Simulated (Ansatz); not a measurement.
A calculation on 1T (CdI2-type) PbI2 returned lattice constant a 4.552 Å, lattice parameter c 6.961 Å, equilibrium volume per atom 41.60 Å³/atom, cohesive energy 2.85 eV/atom, formation enthalpy -0.633 eV/atom.

For reference: lattice constant a 4.558 Å (measured, temperature not stated, no zero-point or thermal correction; as tabulated in Palosz (1990), doi:10.1088/0953-8984/2/24/001); lattice parameter c 6.986 ± 0.003 Å (measured, temperature not stated, no zero-point or thermal correction; as tabulated in Palosz (1990), doi:10.1088/0953-8984/2/24/001); formation enthalpy -0.606 eV/atom (measured, 298 K, copied from a table, unchecked, not corrected to a static lattice; as tabulated in NASA TM-4513).

Problem. Which level of theory produced these numbers?
A) RPBE (Ansatz (a first-principles code))
B) PBE-D4 (Ansatz)
C) PBEsol-D3(BJ) (Ansatz)
D) HSE06-D3(BJ) (Ansatz)

Solution. B, PBE-D4 (Ansatz)

The others give: PBEsol-D3(BJ) 4.439 Å, 6.742 Å, 38.34 Å³/atom, 3.09 eV/atom, -0.558 eV/atom; HSE06-D3(BJ) 4.513 Å, 6.842 Å, 40.21 Å³/atom, 2.85 eV/atom, -0.679 eV/atom; RPBE 4.789 Å, 8.756 Å, 58.21 Å³/atom, 2.26 eV/atom, -0.705 eV/atom.

Unless a cell is named, each level is at its own relaxed cell (HSE06-D3(BJ) 40.23, PBE-D4 41.63, PBEsol-D3(BJ) 38.34, RPBE 57.98 Å³/atom).

Caveats: a distance lies near a switch of the dispersion term, which can move the cell (PBE-D4); an element that serves as reference has a cell well above its measured volume (RPBE); for a layered or molecular solid the relaxed cell lies over 5 % above the published volume, where the minimum can be shallow (RPBE); the cell comes from a level without a dispersion term, which matters for the spacing of layers, chains or molecules (RPBE). Ansatz's density-functional and Hartree–Fock values are scalar-relativistic unless marked +SOC, with PAW data made under PBE.
